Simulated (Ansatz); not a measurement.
# BH2MgN (SMILES N=[B][MgH]): single points off equilibrium

An exercise on one series of results from a longer session: the logs are not shown, and one member is left open.

Method: single points in def2-TZVPP; program: Ansatz 0.2.0, Gaussian basis.

Cores are frozen in the correlated methods. The outer core shell of Li, Na, Mg and K is correlated. B3LYP uses VWN-RPA correlation.

### Where the work starts

SMILES `N=[B][MgH]`, 5 atoms, charge 0, spin multiplicity 1.

Atoms are counted from 1 here; the program's logs count them from 0.

Bond lengths: N1–B2 1.201 Å, N1–H4 1.043 Å, B2–Mg3 2.110 Å, Mg3–H5 1.792 Å. Angles: B2–N1–H4 173.6°, N1–B2–Mg3 175.4°, B2–Mg3–H5 172.2°.

Coordinates:

```
atom     x (Å)     y (Å)     z (Å)
  N1  -0.86070  -1.49510   0.02540
  B2  -0.26900  -0.45050   0.05590
 Mg3   0.88270   1.31670   0.00110
  H4  -1.43770  -2.36210   0.08900
  H5   1.64970   2.93650  -0.03030
```

The first run:

Contents of run/in.yaml:

```yaml
crystal:
  periodic: [false, false, false]
  atoms:
    - {symbol: N, position_ang: [-0.860700, -1.495100, 0.025400]}
    - {symbol: B, position_ang: [-0.269000, -0.450500, 0.055900]}
    - {symbol: Mg, position_ang: [0.882700, 1.316700, 0.001100]}
    - {symbol: H, position_ang: [-1.437700, -2.362100, 0.089000]}
    - {symbol: H, position_ang: [1.649700, 2.936500, -0.030300]}
basis:
  gaussian: {orbitals: def2-TZVPP}
correlation: {method: ccsd_t}
output: {forces: true}
```

Started as:

```console
ansatz run in.yaml --threads 4 --pin off --events-out ev --progress --plain --max-ram 5222MiB
```

Among the steps run: CCSD(T)/def2-TZVPP; PBE0-D4/def2-TZVPP; wB97M-V/def2-TZVPP; r2SCAN-D4/def2-TZVPP; PBE-D4/def2-TZVPP; B3LYP-D4/def2-TZVPP; SPW92/def2-TZVPP.

One of the session's tables, all rows but one given; the rest of the session is left out.

| method | RMS force component (eV/Å) | angle to CCSD(T) forces (°) | dipole (D) |
| --- | --- | --- | --- |
| CCSD(T) | 2.288 | reference | 1.00 |
| PBE0-D4 | 2.004 | 4.3 | 0.93 |
| wB97M-V | 1.992 | 4.2 | 0.89 |
| r2SCAN-D4 | ? | ? | ? |
| PBE-D4 | 2.150 | 2.0 | 1.04 |
| B3LYP-D4 | 1.993 | 3.9 | 0.91 |
| SPW92 | 1.906 | 1.5 | 1.01 |

Q: Estimate the row for r2SCAN-D4 from the others.

The run gave: RMS force component (eV/Å): 2.084; angle to CCSD(T) forces (°): 2.5; dipole (D): 1.03. In the column «RMS force component (eV/Å)» it lies between PBE0-D4 (2.004) and PBE-D4 (2.150).
